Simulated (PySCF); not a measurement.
# C5H12S (1-pentanethiol): the cost of one run

Computed with PySCF 2.14.0 and routines of our own; the level stands in each step. Atoms count from 0.

### Step 1. The starting structure

18 atoms, charge 0, multiplicity 1; geometry from: GFN2-xTB.

### Step 2. Relaxing the molecule at PBE0-D3(BJ)/def2-SVP

What the job is given:

```
{"job": {"xc": "PBE0", "basis": "def2-SVP", "d3": "d3bj", "grid": 2, "kind": "geom"}, "charge": 0, "multiplicity": 1}
C     -2.767739     0.372704     0.254071
C     -1.384419     0.707489    -0.289510
C     -0.328800    -0.280091     0.202782
C      1.059081     0.058139    -0.338493
C      2.104965    -0.922307     0.165086
S      3.771786    -0.556119    -0.489759
H     -3.504307     1.085649    -0.108447
H     -2.767584     0.401803     1.341501
H     -3.069736    -0.623631    -0.060961
H     -1.106646     1.717451     0.020957
H     -1.409318     0.692980    -1.381354
H     -0.304397    -0.267492     1.295439
H     -0.604093    -1.290047    -0.110148
H      1.043511     0.037398    -1.430534
H      1.331382     1.071148    -0.029310
H      1.890244    -1.934781    -0.176326
H      2.166246    -0.921412     1.253889
H      3.871063     0.657434     0.049466
```

Launch:

```console
OMP_NUM_THREADS=1 python excited_run.py task.json out
```

One launch serves the whole session: the jobs run in the order shown.

Q: Estimate the wall time and peak memory of this first job on 1 thread of Intel Xeon Platinum 8259CL at 2.50GHz, shared host.

About 69 s, with a peak of 0.73 GiB.
